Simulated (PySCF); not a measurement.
Carbon: a sound run and one with changed settings

Sound run: C [He] 2s2 2p2, C⁺ [He] 2s2 2p1. Calculation: PySCF 2.14, in cc-pVDZ (3s2p1d, 14 functions); the non-relativistic Hamiltonian (point nucleus). The sound run starts from symmetry-adapted Hartree-Fock orbitals and uses a fine grid where one is needed.

Changed run: 14 angular points. This setting is unsound on purpose.

```tsv
species	method	sound run (hartree)	changed run (hartree)	converged
C	UHF	-37.68654	-37.68654	yes
C	B3LYP	-37.85198	-37.85197	yes
C	LDA	-37.45778	-37.45856	yes
C⁺	UHF	-37.28953	-37.28953	yes
C⁺	B3LYP	-37.42861	-37.42835	yes
C⁺	LDA	-37.02993	-37.02927	yes
```

Ionisation energy of C:

```
method  sound run (eV)  changed run (eV)
   UHF          10.803            10.803
 B3LYP          11.520            11.527
   LDA          11.643            11.681
```

A coarse angular grid integrates products of high-l functions wrongly, so density functionals can shift, and the SCF can exploit the error; Hartree-Fock and MP2 need no grid.

For comparison, NIST gives 11.260 eV between the lowest levels.
